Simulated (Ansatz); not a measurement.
This script drives the Ansatz DFT code, driven from Python.

`c3h6clno.py`:
```python
import warnings

import ansatz as az
from ase import Atoms

BASIS_SET = "def2-SVP"

warnings.simplefilter("ignore", az.DeckWarning)

atoms = Atoms(["N", "C", "C", "Cl", "C", "O", "H", "H", "H", "H", "H", "H"], positions=[
    [-0.9349, -1.9963, 0.7844],
    [-0.0337, -1.0809, 0.3022],
    [-0.1319, 0.2598, 0.1961],
    [-1.4558, 1.1192, 0.7011],
    [1.0181, 1.1188, -0.3116],
    [0.6207, 1.8297, -1.4778],
    [-0.983, -2.8351, 0.2758],
    [-1.8681, -1.5077, 0.8428],
    [0.8784, -1.5793, 0.0289],
    [1.3038, 1.8684, 0.4838],
    [1.8987, 0.5398, -0.5129],
    [-0.2353, 2.2084, -1.2788],
])
c3h6clno = az.Crystal.molecule_from_ase(atoms)

calculation = c3h6clno.calculation().basis(gaussian=BASIS_SET)
for name in ["r2scan", "pbe"]:
    for correction in ("d3bj", "d4"):
        report = calculation.functional(name, dispersion=correction).run().report
        print(f"{name:8s} {correction:5s} total {report['free_energy_ev']:.5f} eV, of which dispersion {1000 * report['dispersion']['energy']['ev']:.2f} meV")
```

It is started by `python c3h6clno.py`. How long does it take on 1 thread of Intel(R) Xeon(R) CPU @ 2.60GHz (Ice Lake) (shared host), and how much memory does it need?

It took about 17 s, with a peak of 0.25 GiB, for 4 runs of the engine.

Running `python c3h6clno.py` prints:
```text
r2scan   d3bj  total -19254.00981 eV, of which dispersion -78.77 meV
r2scan   d4    total -19253.99876 eV, of which dispersion -67.72 meV
pbe      d3bj  total -19245.58923 eV, of which dispersion -280.28 meV
pbe      d4    total -19245.57562 eV, of which dispersion -266.67 meV
```

Reading the output:
- Total energies depend on the basis set; only differences at equal settings carry meaning.
- The geometry is a force-field or estimated start, not a minimum of this method, and the basis set is short of its limit. D4 holds the three-body term, and d3bj doesn't.
- A dispersion term here runs with damping parameters fitted for another variant or functional.
- The script silences the warnings on its input, which a real study should read.
